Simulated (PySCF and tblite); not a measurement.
Results of a calculation; reference values are marked as such.
C₄H₄N₂, numbered as in [N:1]#[C:2][CH2:3][CH2:4][C:5]#[N:6].

Geometries PBE0-D3(BJ)/def2-SVP; weights from PBE0-D3(BJ)/def2-TZVP energies and GFN2-xTB thermal corrections, with symmetry numbers and mirror pairs. Conformers within 4 kcal/mol (GFN2-xTB free energy) were kept, 7 at most. Run with PySCF (density fitting) and tblite.

Torsions listed: C2–C3–C4–C5. Of a mirror pair one member is shown.

| conformer | shape | symmetry |
| --- | --- | --- |
| 1 | -66° | C2 (pair) |
| 2 | 180° | C2h |

(1) Which of these conformers is the most populated at 298.15 K, and with what share?

(2) Give the DFT energies and free energies relative to the lowest, and all weights.

(3) How does its share change from 220 K to 380 K?

Answers

(1) Conformer 2, about 74 %.

(2) 
```json
{"conformer": "1", "shape": "-66°", "E(DFT) kcal/mol": "1.03", "G(298.15 K) kcal/mol": "0.60", "weight %": "26.5"}
{"conformer": "2", "shape": "180°", "E(DFT) kcal/mol": "0.00", "G(298.15 K) kcal/mol": "0.00", "weight %": "73.5"}
```

(3) From 84 % to 65 %; the mixing entropy goes from 1.09 to 1.76 cal/(mol K).
